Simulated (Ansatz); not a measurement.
**BPH₂+ (doublet): wave-function methods side by side, def2-TZVPP**

The task here is to estimate one member of a computed series from the others.

Method: def2-TZVPP, core rule «outside noble gas», up to 6 orbitals frozen; program: Ansatz 0.2.0, Gaussian basis.

Plan: UHF; ROHF; CCSD(T) on UHF.

2 further runs of the same task are left out: 2 set aside as unsound or not needed.

## The geometry

The geometry is a PBE0/def2-TZVP stationary point (not a proven minimum) of the parent state, kept for this charge and spin.

4 atoms, charge 1, spin multiplicity 2.

Atoms are counted from 1 here; the program's logs count them from 0.

Bond lengths: B1–P2 1.735 Å, B1–H3 1.204 Å, B1–H4 1.204 Å. Angles: P2–B1–H3 120.2°, P2–B1–H4 120.2°, H3–B1–H4 119.5°.

Set-up of the first run:

File in.yaml:

```yaml
crystal:
  periodic: [false, false, false]
  atoms:
    - {symbol: B, position_ang: [0.000000, 0.000000, 1.199314]}
    - {symbol: P, position_ang: [0.000000, 0.000000, -0.536099]}
    - {symbol: H, position_ang: [0.000000, 1.039861, 1.805269]}
    - {symbol: H, position_ang: [0.000000, -1.039862, 1.805269]}
basis:
  gaussian: {orbitals: def2-TZVPP}
total_charge: 1
magnetization: {spin_polarized: true, initial_magnetization: 1}
hamiltonian: {xc: hf}
output: {orbitals: {seedname: orbitals}}
```

Run with:

```bash
$ ansatz run in.yaml --threads 1 --pin off --events-out ev --progress --plain --max-ram 4096MiB --backend cpu
```

Among the steps run: UHF; ROHF; CCSD(T) on UHF.

One table of the session follows, with a row left open; its other results are not shown here.

| method | from UCCSD(T) (kJ/mol) |
| --- | --- |
| ROHF | +627.7 |
| UHF | +614.3 |
| UMP2 | ? |
| UCCSD | +23.5 |
| UCCSD(T) | 0 |

Q: Estimate the row for UMP2 from the others.

**Answer.** from UCCSD(T) (kJ/mol): +124.8. In the column «from UCCSD(T) (kJ/mol)» it lies between UCCSD (+23.5) and UHF (+614.3).

To keep in mind: Warnings: spin contamination; coupled cluster took another determinant than the lowest.
